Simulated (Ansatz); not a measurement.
# Relaxing Ge3Rh

These are results of DFT PBE, scalar-relativistic, plane waves, PAW in Ansatz, not measurements. Cutoff 420 eV, Γ-centred k mesh, Gaussian smearing, no spin polarisation in the final step.

Ge3Rh was placed on the Cu3Au (L1_2) structure type (Pm-3m, No. 221), with Rh in place of Au, Ge in place of Cu, at a guessed volume.

```
CELL_PARAMETERS angstrom
4.01165 0.00000 0.00000
0.00000 4.01165 0.00000
0.00000 0.00000 4.01165
ATOMIC_POSITIONS crystal
Ge 0.00000 0.50000 0.50000
Ge 0.50000 0.00000 0.50000
Ge 0.50000 0.50000 0.00000
Rh 0.00000 0.00000 0.00000
```

Steps on the 4×4×4 mesh (4 atoms). 4 of 4 steps are shown, and the free energy counts from the last. Trial steps that were taken back and renewals of the plane-wave basis can be among the rows.

```
step  ΔF (meV/atom) V (Å³/atom) P (GPa)
   1           11.8        16.14     5.11
   2            4.3        17.38    -2.62
   3            0.3        16.94    -0.18
   4            0.0        16.94    -0.18
```

A final relaxation ran on a 12×12×12 mesh. The relaxed crystal, Pm-3m (No. 221):

```cif
data_structure
_symmetry_space_group_name_H-M 'Pm-3m'
_symmetry_Int_Tables_number 221
_cell_length_a 4.0731
_cell_length_b 4.0731
_cell_length_c 4.0731
_cell_angle_alpha 90.000
_cell_angle_beta 90.000
_cell_angle_gamma 90.000
_cell_volume 67.57
loop_
_atom_site_label
_atom_site_type_symbol
_atom_site_symmetry_multiplicity
_atom_site_Wyckoff_symbol
_atom_site_fract_x
_atom_site_fract_y
_atom_site_fract_z
_atom_site_occupancy
Ge1 Ge 3 c 0.00000 0.50000 0.50000 1
Rh1 Rh 1 a 0.00000 0.00000 0.00000 1
```

```yaml
Volume_per_atom: 16.89 Å³
Density: 7.88 g/cm³
Energy_over_the_elements: 0.16 eV/atom
Gap_on_the_12×12×12_mesh: 0 eV (a metal)
```

The zero of energy is the elements' standard structures at the same level; no fitted shifts are applied.

The final run used a 12×12×12 mesh on its 4-atom cell and 0.10 eV smearing. For metals, differences of a few meV/atom aren't resolved.

A structure relaxed within its symmetry needn't be a true minimum.

Cost: 3 runs of about 0.44 core-minutes in all, on Intel Xeon 6975P-C (Granite Rapids) (shared hosts).